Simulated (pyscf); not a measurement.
A first-order saddle from PySCF, ωB97X-D3(BJ)/def2-SVP:

```
Si
N 1 1.6988
H 2 1.0131 1 123.89
H 2 1.0136 3 114.74 1 -170.80
H 1 1.4778 2 126.23 3 70.89
H 1 1.4925 5 106.58 2 -116.35
Cl 1 2.4385 5 86.31 6 -159.16
H 7 1.7153 1 70.83 5 104.81
Cl 8 1.4162 7 142.98 1 1.27
```
Charge 0, spin multiplicity 1.

Surface: singlet, charge 0. Lowest wavenumbers (cm⁻¹): 428i, 94, 243, 281, 314.

Which two sides does it connect, and which bonds change?

H₂N–SiH₂–Cl + hydrogen chloride (HCl) ⇌ H₂N–SiH₂–Cl + hydrogen chloride (HCl), a four-centre exchange read from left to right: Cl–Si, Cl–H broken and Cl–Si, Cl–H formed. At CCSD(T)/def2-TZVPP + ΔMP2(QZVPP) it lies +1.40 eV from the left side and +1.40 eV from the right (each side as separated species at their lowest minima found). On the reactant side the descent ends in a complex, 0.21 eV under the separated species and 1.47 eV under the saddle at ωB97X-D3(BJ)/def2-TZVP. At ωB97X-D3(BJ) the barrier from the zero used here is 1.27 eV. This is the saddle that the search found; another between the same sides may lie lower. The CCSD(T) − MP2 part came from Ansatz, without density fitting, on the same reference.
